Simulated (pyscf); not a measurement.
H₃C–GeH₃ (SMILES [CH3][GeH3]) → GeH₂ (SMILES [GeH2]) [singlet] + CH₄ (SMILES C), a 1,1-elimination (singlet surface; Ge–H, C–Ge broken, C–H formed). Structures and frequencies: ωB97X-D3(BJ)/def2-SVP in PySCF. MP2 and CC: frozen core, UHF for open shells. ΔMP2 is the change of the MP2 total energy from the triple- to the quadruple-zeta basis. Energies in kcal/mol from the reactant's lowest minimum found.

Small-basis levels: PySCF, no dispersion term, spherical d functions. AM1 to PM7: differences of heats of formation from MOPAC. Cost: rough CPU time at the saddle relative to B3LYP/6-31G*+LANL2DZ, from one job on a shared machine.

```csv
level,barrier,reaction energy,cost
HF/STO-3G,119.9,+73.4,0.09
PBE/6-31G*+LANL2DZ,57.6,+34.0,1
B3LYP/LANL2DZ,64.2,+31.1,1.0
B3LYP/6-311+G**+LANL2DZ,61.8,+31.2,2
PBE/def2-SVP,55.5,+34.8,3
B3LYP/def2-SVP,61.0,+30.5,2
PM3,48.4,+47.8,under 0.02
CCSD(T)/def2-TZVPP + ΔMP2(QZVPP),63.0,+36.6,–
```

Against the last row the barrier runs from -14.6 (PM3) to +56.9 kcal/mol (HF/STO-3G). CCSD(T)/def2-TZVPP + ΔMP2(QZVPP) has limits of its own. On the product side the descent ends in a complex, 4.1 kcal/mol under the separated species and 33.6 kcal/mol under the saddle at ωB97X-D3(BJ)/def2-TZVP. At ωB97X-D3(BJ) the barrier from the zero used here is 67.8 kcal/mol. One saddle was located; it need not be the lowest between these sides. The CCSD(T) − MP2 part came from Ansatz, without density fitting, on the same reference. The frozen core leaves the outer d or s,p core shells of the metals and heavy elements correlated in the MP2 and CC values, and def2-TZVPP describes them poorly, which can shift differences by a few kcal/mol. In the def2 sets elements up to Kr have no core potential.
